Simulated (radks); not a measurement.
# O⁴⁺ in [He] 2s1 3d1: an all-electron calculation

An exercise on one series of results from a longer session: the logs are not shown, and one member is left open.

Method: non-relativistic Kohn-Sham, exchange-only PBE, spin-polarised, spherical densities, point nucleus; open shells are filled with parallel spins first. Code: radks (a radial shooting solver on a logarithmic mesh, Libxc functionals) version 1.

### The system

| Item | Value |
| --- | --- |
| element | oxygen (Z = 8) |
| charge | +4 |
| electrons | 4 |
| configuration | [He] 2s1 3d1 |

Outer shells as boxes (Hund's rule):

O⁴⁺
```
[He] core
2s [↑ ]
3d [↑ ][  ][  ][  ][  ]
```

The first run:

Input:

```text
Z 8
configuration [He] 2s1 3d1 2p0 3s0 4d0 4f0
relativity non-relativistic
functional pbe,
spin polarised
nucleus point
```

Run with:

```sh
$ python run_ks.py task.json out
```

The same process makes all the runs of this session.

One of the session's tables, all rows but one given; the rest of the session is left out.

It belongs to the step «Radial structure». Radial moments (bohr):

| level | <r> | outermost maximum (interpolated) | 90 % within | nodes |
| --- | --- | --- | --- | --- |
| 1s up | 0.1984 | 0.129 | 0.355 | 0 |
| 1s down | 0.1982 | 0.129 | 0.355 | 0 |
| 2s up | 0.9048 | 0.767 | 1.39 | 1 |
| 2p up | ? | ? | ? | ? |
| 3s up | 2.257 | 2.12 | 3.28 | 2 |
| 3d up | 1.963 | 1.65 | 3.00 | 0 |
| 4d up | 4.120 | 4.12 | 5.96 | 1 |
| 4f up | 3.685 | 3.29 | 5.34 | 0 |

Estimate the missing values for 2p up.

As computed: <r>: 0.8185; outermost maximum (interpolated): 0.648; 90 % within: 1.32; nodes: 0. In the column «<r>» it lies between 1s up (0.1984) and 2s up (0.9048).
